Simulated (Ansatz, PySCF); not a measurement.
This Ansatz (a quantum-chemistry and plane-wave program) input computes a BLYP/def2-TZVPD energy:

Ansatz 0.2 input:
```yaml
crystal:
  periodic: [false, false, false]
  atoms:
    - {symbol: C, position_ang: [0.00214948, 0.86797098, 0.00149051]}
    - {symbol: C, position_ang: [0.75058129, -0.43583539, -0.00746307]}
    - {symbol: C, position_ang: [-0.75273077, -0.43213559, 0.00597256]}
    - {symbol: H, position_ang: [0.01171755, 1.45362880, 0.91078734]}
    - {symbol: H, position_ang: [-0.00451006, 1.45678848, -0.90578946]}
    - {symbol: H, position_ang: [1.25028356, -0.72912596, -0.92080071]}
    - {symbol: H, position_ang: [1.26651116, -0.73228564, 0.89577609]}
    - {symbol: H, position_ang: [-1.25388730, -0.72608269, 0.91830178]}
    - {symbol: H, position_ang: [-1.27011491, -0.72292301, -0.89827503]}
basis:
  gaussian:
    orbitals: def2-TZVPD
hamiltonian:
  xc: {name: BLYP}
output: {forces: true}
```

Task: Write an input for the same energy in PySCF and say what it gives.

Result: 
```python
from pyscf import gto, scf, dft

mol = gto.M(
    atom='''
    C     0.00214948    0.86797098    0.00149051
    C     0.75058129   -0.43583539   -0.00746307
    C    -0.75273077   -0.43213559    0.00597256
    H     0.01171755    1.45362880    0.91078734
    H    -0.00451006    1.45678848   -0.90578946
    H     1.25028356   -0.72912596   -0.92080071
    H     1.26651116   -0.73228564    0.89577609
    H    -1.25388730   -0.72608269    0.91830178
    H    -1.27011491   -0.72292301   -0.89827503
    ''',
    basis='def2-tzvpd',
    charge=0,
    spin=0,
    verbose=4,
)

mf = dft.RKS(mol, xc='blyp').density_fit(auxbasis='def2-universal-jkfit')
mf.grids.level = 3
mf.conv_tol = 1e-9
mf.max_cycle = 100
mf.max_memory = 1500
mf.kernel()
if not mf.converged:
    mf = mf.newton()
    mf.kernel(mf.make_rdm1())
mf.analyze()
```
It gives -117.86605 Eh, and Ansatz -117.86592 Eh, a difference of 0.13 mEh, from the treatment of integrals and grids.
